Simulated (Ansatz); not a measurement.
The input, for Ansatz 0.2.0:

```yaml
crystal:
  periodic: [false, false, false]
  atoms:
    - {symbol: Al, position_ang: [0.000000, 0.000000, 0.000000]}
    - {symbol: O, position_ang: [0.000000, 0.000000, 1.732900]}
basis:
  gaussian: {orbitals: 6-31G}
total_charge: 1
magnetization: {spin_polarized: false, initial_magnetization: 4}
correlation: {method: sc_nevpt2, electrons: valence, active_space: {window: {electrons: 8, orbitals: 7}}}
output: {forces: true}
```

```sh
$ ansatz run in.yaml --threads 1 --pin off --events-out ev --progress --plain --max-ram 2393MiB
```

The program prints:

```
213 factors; integrals over basis functions are off by at most 1.5e-4 eV
mean field evaluation 1: about -8604.7942 eV, gradient 1.2e1 eV
mean field evaluation 2: about -8604.9353 eV, gradient 1.2e1 eV
mean field evaluation 4: about -8605.7537 eV, gradient 1.3e0 eV
mean field evaluation 8: about -8605.7594 eV, gradient 1.1e-1 eV
mean field evaluation 16: about -8603.6899 eV, gradient 9.7e0 eV
mean field evaluation 32: about -8604.7182 eV, gradient 2.1e-4 eV
mean field evaluation 64: about -8605.7583 eV, gradient 4.3e-1 eV
mean field -8605.75955519 eV, -316.2558304599 hartree, gradient 1.2e-6 eV, S^2 6.000000; 10 other end points of the search recorded, 0 dependent functions left out
reference -8605.75955519 eV, -316.2558304599 hartree; 12, 8 occupied and 10, 14 virtual orbitals, 213 factors
state -8606.14629866 eV, -316.2700430202 hartree
state -8606.14629866 eV, -316.2700430202 hartree; corrected -8607.24623236 eV, -316.3104648382 hartree
the calculation of the forces begins
Total energy: -8607.24623236 eV, -316.3104648382 hartree
Atom 0 at     0.000000     0.000000     0.000000 Å, force    -0.000000    -0.000000    -8.807995 eV/Å
Atom 1 at     0.000000     0.000000     1.732900 Å, force     0.000000    -0.000000     8.807995 eV/Å
Dipole moment:     0.000000    -0.000000    -0.130211 e Å
```

Natural occupations: 1.9997 1.9887 1.0006 1.0004 1.0000 0.9997 0.0109.

Forces (eV/Å):
```
Al   0.000  0.000 -8.808
O    0.000  0.000  8.808
```

Ran on 1 thread of Intel Xeon, shared host: 4 s wall, 0.13 GiB peak host memory.
